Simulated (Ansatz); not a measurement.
**C₄H₉N: up Jacob's ladder to CCSD(T)**

The task here is to estimate one member of a computed series from the others.

Computed with Ansatz 0.2.0, Gaussian basis. Level: functionals in def2-TZVPP, the program's frozen cores in correlated methods.

Plan: LDA (SPW92), PBE-D4, revPBE-D4, BLYP-D4, r2SCAN-D4, B97M-V, PBE0-D4, B3LYP-D4, r2SCANh-D4, r2SCAN0-D4, HSE06-D4, BHLYP-D4, CAM-B3LYP-D4, LC-ωPBE, ωB97X-V, ωB97M-V, B2PLYP, PBE-QIDH; CCSD(T)/def2-SVP; CCSD(T)/def2-TZVPP; MP2/def2-QZVPP; extrapolation to the limit; RPA on PBE.

## The geometry

An earlier PBE0-D4 in a triple-zeta def2 set relaxation fixed the geometry.

SMILES `C=CN(C)C`, 14 atoms, charge 0, spin multiplicity 1.

Atoms are counted from 1 here; the program's logs count them from 0.

Bond lengths: C1–C2 1.338 Å, C1–H6 1.081 Å, C1–H7 1.082 Å, C2–N3 1.373 Å, C2–H8 1.087 Å, N3–C4 1.436 Å, N3–C5 1.440 Å, C4–H9 1.092 Å, C4–H10 1.091 Å, C4–H11 1.101 Å, C5–H12 1.091 Å, C5–H13 1.093 Å, C5–H14 1.101 Å. Angles: C2–C1–H6 119.4°, C2–C1–H7 123.1°, H6–C1–H7 117.5°, C1–C2–N3 127.5°, C1–C2–H8 119.4°, N3–C2–H8 113.0°, C2–N3–C4 117.9°, C2–N3–C5 117.6°, C4–N3–C5 115.9°, N3–C4–H9 109.9°, N3–C4–H10 109.4°, N3–C4–H11 112.6°, H9–C4–H10 108.3°, H9–C4–H11 108.0°, H10–C4–H11 108.5°, N3–C5–H12 109.6°, N3–C5–H13 110.0°, N3–C5–H14 112.9° and more.

Set-up of the first run:

The input, in.yaml:

```yaml
crystal:
  periodic: [false, false, false]
  atoms:
    - {symbol: C, position_ang: [-1.865498, 0.858151, 0.313917]}
    - {symbol: C, position_ang: [-0.934709, -0.037422, 0.661367]}
    - {symbol: N, position_ang: [0.373603, -0.086789, 0.248379]}
    - {symbol: C, position_ang: [0.794213, 0.843119, -0.761222]}
    - {symbol: C, position_ang: [1.015814, -1.375600, 0.222273]}
    - {symbol: H, position_ang: [-2.841035, 0.815885, 0.777157]}
    - {symbol: H, position_ang: [-1.687284, 1.647087, -0.404682]}
    - {symbol: H, position_ang: [-1.186202, -0.820032, 1.372568]}
    - {symbol: H, position_ang: [0.553304, 1.862424, -0.451450]}
    - {symbol: H, position_ang: [1.874903, 0.770772, -0.892478]}
    - {symbol: H, position_ang: [0.311343, 0.660050, -1.734131]}
    - {symbol: H, position_ang: [0.703191, -1.958176, 1.090620]}
    - {symbol: H, position_ang: [2.100579, -1.252934, 0.268495]}
    - {symbol: H, position_ang: [0.774880, -1.955834, -0.681913]}
basis:
  gaussian: {orbitals: def2-TZVPP}
hamiltonian: {xc: lda}
output: {orbitals: {seedname: orbitals}}
```

Among the steps run: LDA; PBE-D4 (GGA); revPBE-D4 (GGA); BLYP-D4 (GGA); r2SCAN-D4 (meta-GGA); B97M-V (meta-GGA); PBE0-D4 (hybrid); B3LYP-D4 (hybrid); r2SCANh-D4 (hybrid); r2SCAN0-D4 (hybrid); HSE06-D4 (hybrid); BHLYP-D4 (hybrid); CAM-B3LYP-D4 (range-separated); LC-ωPBE-D4 (range-separated; the results give it without D4); ωB97X-V (range-separated); ωB97M-V (range-separated); B2PLYP (double hybrid); PBE-QIDH (double hybrid).

One table of the session follows, with a row left open; its other results are not shown here.

It belongs to the step «Orbital energies across the functionals». 

```
  functional  HOMO (eV)  LUMO (eV)  gap (eV)
 LDA (SPW92)      -4.70      -0.20      4.50
      PBE-D4      -4.55       0.02      4.57
   revPBE-D4      -4.49       0.11      4.60
     BLYP-D4      -4.42       0.11      4.53
   r2SCAN-D4      -4.72       0.30      5.02
      B97M-V      -4.81       0.25      5.06
     PBE0-D4      -5.65       0.96      6.61
    B3LYP-D4      -5.46       0.68      6.14
  r2SCANh-D4      -5.14       0.65      5.79
  r2SCAN0-D4      -5.78       1.15      6.93
    HSE06-D4      -5.25       0.59      5.84
    BHLYP-D4      -6.66       1.77      8.43
CAM-B3LYP-D4      -6.93       1.90      8.83
     LC-ωPBE      -8.20       3.16     11.36
     ωB97X-V          ?          ?         ?
     ωB97M-V      -7.83       2.65     10.48
```

**Question.** Estimate the row for ωB97X-V.

**Answer.** HOMO (eV): -7.89; LUMO (eV): 2.99; gap (eV): 10.88. In the column «HOMO (eV)» it lies between LC-ωPBE (-8.20) and ωB97M-V (-7.83).
